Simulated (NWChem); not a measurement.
System: CH$_{5}$N cation, doublet; SMILES of the neutral closed-shell parent CN

NWChem input:

```
start job
memory heap 200 mb stack 900 mb global 1100 mb
charge 1
geometry units angstroms noautosym nocenter noautoz
  C      0.022104     0.701182    -0.000330
  N      0.000444    -0.701264    -0.000058
  H     -0.584848     1.094138    -0.865562
  H      1.046223     1.111861    -0.003216
  H     -0.578552     1.093973     0.869662
  H     -0.891348    -1.227846     0.000138
  H      0.866456    -1.268495     0.000205
end
basis spherical
  C library def2-svp
  N library def2-svp
  H library def2-svp
end
dft
  odft
  mult 2
  xc pbe0
  iterations 150
end
cosmo
  dielec 37.5
end
task dft energy
```

Parts of the log:

```
             Northwest Computational Chemistry Package (NWChem) 7.3.0
             --------------------------------------------------------

                             Geometry "geometry" -> ""
                             -------------------------

 Output coordinates in angstroms (scale by  1.889725989 to convert to a.u.)

  No.       Tag          Charge          X              Y              Z
 ---- ---------------- ---------- -------------- -------------- --------------
    1 C                    6.0000     0.02210400     0.70118200    -0.00033000
    2 N                    7.0000     0.00044400    -0.70126400    -0.00005800
    3 H                    1.0000    -0.58484800     1.09413800    -0.86556200
    4 H                    1.0000     1.04622300     1.11186100    -0.00321600
    5 H                    1.0000    -0.57855200     1.09397300     0.86966200
    6 H                    1.0000    -0.89134800    -1.22784600     0.00013800
    7 H                    1.0000     0.86645600    -1.26849500     0.00020500

 Effective nuclear repulsion energy (a.u.)      42.1783046710

                                 NWChem DFT Module
                                 -----------------

 Summary of "ao basis" -> "ao basis" (spherical)
 ------------------------------------------------------------------------------
       Tag                 Description            Shells   Functions and Types
 ---------------- ------------------------------  ------  ---------------------
 C                          def2-svp                 6       14   3s2p1d
 N                          def2-svp                 6       14   3s2p1d
 H                          def2-svp                 3        5   2s1p

 in cosmo_initialize ...

 solvent parameters
 solvname_short: unkn
 solvname_long:  unknown
 dielec:       37.5000

          ---------------
          -cosmo- solvent
          ---------------
 Cosmo: York-Karplus, doi: 10.1021/jp992097l
 dielectric constant -eps-     =  37.50
 screen = (eps-1)/(eps    )    =   0.97333
 surface charge correction     = lagrangian

   van der Waals surface
 --------------------------

[...]

                                   COSMO solvation results
                                   -----------------------

                 gas phase energy =       -95.347306285247
                 sol phase energy =       -95.460447754022
 (electrostatic) solvation energy =         0.113141468775 (   71.00 kcal/mol)

                    DFT Final Alpha Molecular Orbital Analysis
                    ------------------------------------------

 Vector    7  Occ=1.000000D+00  E=-5.241831D-01
              MO Center= -1.0D-01,  6.3D-02,  4.2D-04, r^2= 1.4D+00
   Bfn.  Coefficient  Atom+Function         Bfn.  Coefficient  Atom+Function
  ----- ------------  ---------------      ----- ------------  ---------------
    20      0.454007  2 N  pz                 6     -0.341500  1 C  pz
    23     -0.278031  2 N  pz                29      0.195694  3 H  s
    39     -0.196240  5 H  s                  9     -0.132512  1 C  pz
    30      0.043654  3 H  s                 40     -0.043773  5 H  s

 Vector    8  Occ=1.000000D+00  E=-4.496863D-01
              MO Center=  2.4D-01,  6.6D-01, -2.2D-03, r^2= 1.6D+00
   Bfn.  Coefficient  Atom+Function         Bfn.  Coefficient  Atom+Function
  ----- ------------  ---------------      ----- ------------  ---------------
     4      0.434142  1 C  px                34      0.359080  4 H  s
    29     -0.184127  3 H  s                 18      0.181182  2 N  px
    39     -0.182002  5 H  s                  7      0.175718  1 C  px
    44      0.160771  6 H  s                 49     -0.150711  7 H  s
    35      0.105530  4 H  s                 21     -0.062429  2 N  px

 Vector    9  Occ=1.000000D+00  E=-3.747797D-01
              MO Center= -1.6D-01,  1.4D-01,  1.4D-03, r^2= 1.7D+00
   Bfn.  Coefficient  Atom+Function         Bfn.  Coefficient  Atom+Function
  ----- ------------  ---------------      ----- ------------  ---------------
    20      0.502494  2 N  pz                23     -0.368492  2 N  pz
     6      0.311596  1 C  pz                29     -0.274443  3 H  s
    39      0.275633  5 H  s                  9      0.167769  1 C  pz
    30     -0.103357  3 H  s                 40      0.103790  5 H  s

 Vector   10  Occ=0.000000D+00  E= 3.972064D-02
              MO Center=  2.7D-02, -9.1D-01,  1.9D-05, r^2= 4.0D+00
   Bfn.  Coefficient  Atom+Function         Bfn.  Coefficient  Atom+Function
  ----- ------------  ---------------      ----- ------------  ---------------
    17      1.286504  2 N  s                 50     -0.819074  7 H  s
    45     -0.794267  6 H  s                  3      0.541284  1 C  s
     8      0.480929  1 C  py                35     -0.420609  4 H  s
    30     -0.327297  3 H  s                 40     -0.326461  5 H  s
    16      0.310853  2 N  s                  5      0.178321  1 C  py

 Vector   11  Occ=0.000000D+00  E= 8.136577D-02
              MO Center= -2.2D-01,  1.1D-01, -3.1D-04, r^2= 5.1D+00
   Bfn.  Coefficient  Atom+Function         Bfn.  Coefficient  Atom+Function
  ----- ------------  ---------------      ----- ------------  ---------------
     3      1.368247  1 C  s                 30     -1.051401  3 H  s
    40     -1.048440  5 H  s                 50      0.852642  7 H  s
     7     -0.626867  1 C  px                45     -0.538543  6 H  s
    17     -0.427786  2 N  s                 21     -0.364094  2 N  px
    18      0.240990  2 N  px                35      0.234974  4 H  s

[...]
```

Level: PBE0/def2-SVP, spin-unrestricted, COSMO on the gas-phase geometry. Coordinates come from a PBE-D3(BJ)/def2-SVP, spin-unrestricted optimisation. This spin state was assumed; another may lie lower. No stability test was run on the SCF state. COSMO prints the solvation energy as gas minus solution, so a positive value is a stabilisation.
